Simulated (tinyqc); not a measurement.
Extended Hueckel theory, for CH2, step by step. Computed by tinyqc, a small Python program that keeps every step (integrals from PySCF). Settings: charge = 0, K = 1.5, multiplicity = 1. Command: `OMP_NUM_THREADS=1 python tinyqc.py 22914 22915 out.jsonl` (the two numbers bound the seeds that draw the settings). One thread of a shared host (Intel(R) Xeon(R) Processor @ 2.60GHz), about 0.01 s of CPU time with the checks.

## Overlaps

Geometry (angstrom):
```
atom         x          y         z
C     0.000000   0.000000  0.000000
H     0.000000   0.936000  0.645000
H     0.000000  -0.936000  0.645000
```

Parameters chosen for this run:
```
element  shell  Slater exponent   H_ii (eV)
H           1s         1.300000  -13.600000
C           2s         1.625000  -21.400000
C           2p         1.625000  -11.400000
```

Slater orbitals, each expanded in six Gaussians scaled to its exponent.

overlap S, lower triangle:
```
           1C 2s    1C 2px     1C 2py    1C 2pz     2H 1s     3H 1s
1C 2s   1.000000
1C 2px  0.000000  1.000000
1C 2py  0.000000  0.000000   1.000000
1C 2pz  0.000000  0.000000   0.000000  1.000000
2H 1s   0.466405  0.000000   0.391057  0.269478  1.000000
3H 1s   0.466405  0.000000  -0.391057  0.269478  0.127281  1.000000
```

## Wolfsberg-Helmholz matrix

diagonal H_ii (eV): 1C 2s -21.400000, 1C 2px -11.400000, 1C 2py -11.400000, 1C 2pz -11.400000, 2H 1s -13.600000, 3H 1s -13.600000

K = 1.500000

H_ij = K' S_ij (H_ii + H_jj)/2 for i != j (the diagonal keeps H_ii), with K' = 1.5.

H (eV), lower triangle:
```
             1C 2s      1C 2px      1C 2py      1C 2pz       2H 1s       3H 1s
1C 2s   -21.400000
1C 2px    0.000000  -11.400000
1C 2py    0.000000    0.000000  -11.400000
1C 2pz    0.000000    0.000000    0.000000  -11.400000
2H 1s   -12.243124    0.000000   -7.332321   -5.052721  -13.600000
3H 1s   -12.243124    0.000000    7.332321   -5.052721   -2.596526  -13.600000
```

## Orbitals

valence electrons = 6

Solve H C = S C e through S^(-1/2); fill by pairs from the bottom, a degenerate level sharing its electrons equally; each orbital has its largest coefficient positive (the first on a tie).

orbital energies (eV): -22.215408  -14.558159  -12.275600  -11.400000  -2.170689  3.747297

occupations: 2.000000  2.000000  2.000000  0.000000  0.000000  0.000000

coefficients:
```
              MO1        MO2        MO3       MO4        MO5        MO6
1C 2s    0.815761   0.000000  -0.305927  0.000000   0.000000   1.018010
1C 2px   0.000000   0.000000   0.000000  1.000000   0.000000   0.000000
1C 2py   0.000000   0.492278   0.000000  0.000000   1.138950   0.000000
1C 2pz  -0.030522   0.000000   0.853383  0.000000   0.000000   0.732348
2H 1s    0.176744   0.474209   0.214139  0.000000  -0.810657  -0.914889
3H 1s    0.176744  -0.474209   0.214139  0.000000   0.810657  -0.914889
```

sum of one-electron energies = -98.098334 eV

## Mulliken analysis

P = C n C^T; charge = valence electrons (H 1, C 4) minus the sum of (P S)_ii on the atom; overlap population = 2 sum P_ij S_ij between two atoms.

charges: 1C -0.164272, 2H 0.082136, 3H 0.082136

Overlap populations:
```
pair      value
2-1    0.703093
3-1    0.703093
3-2   -0.075238
```
